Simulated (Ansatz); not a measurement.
**AlNH2F (SMILES [NH2][Al][F]): the energy, rung by rung**

AlNH2F has 5 atoms, charge 0, and is taken as a doublet. As SMILES, `[NH2][Al][F]`. Geometry: relaxed at PBE0-D4/def2-TZVP. This is one conformer, not always the lowest.

```xyz
5

N    -0.3847    0.4990   -0.2638
Al    0.6320   -0.2828    0.9495
F     1.2287   -1.7868    0.5900
H    -0.8043    1.4083   -0.1627
H    -0.6217    0.0886   -1.1544
```

Quantity: the energy change with the N1–H5 bond stretched from 1.009 to 1.261 Å, in eV. The values are calculated.

```csv
level,kind,program,value (eV),CPU time (all runs)
UBLYP/STO-3G,GGA,Ansatz,0.59,3.8 s
UPBE/STO-3G,GGA,Ansatz,0.66,4 s
U-r2SCAN/STO-3G,meta-GGA,Ansatz,0.77,10 s
U-r2SCAN0/STO-3G,hybrid meta-GGA,Ansatz,0.90,10 s
UB2PLYP/STO-3G,double hybrid,Ansatz,0.81,5.4 s
UBCCD(T)/STO-3G,coupled cluster or CI,Ansatz,?,0.82 s
UCCSDT/STO-3G,coupled cluster or CI,Ansatz,0.71,2.7 s
UCCSDTQ/STO-3G,coupled cluster or CI,Ansatz,0.71,3.1 min
FCI/STO-3G,exact in the basis,Ansatz,0.71,2.4 min
```

**Question.** Estimate the missing values from the other rows.

**Answer.** As computed at these levels: UBCCD(T)/STO-3G: 0.72 eV. The first shape isn't each level's own minimum. The values span 0.59 to 0.90 eV. All rows use very small basis sets, so even the best lies far from the true value. Times are those of the runs behind each value, whatever else they computed, on shared processors of several kinds: orders of magnitude only.
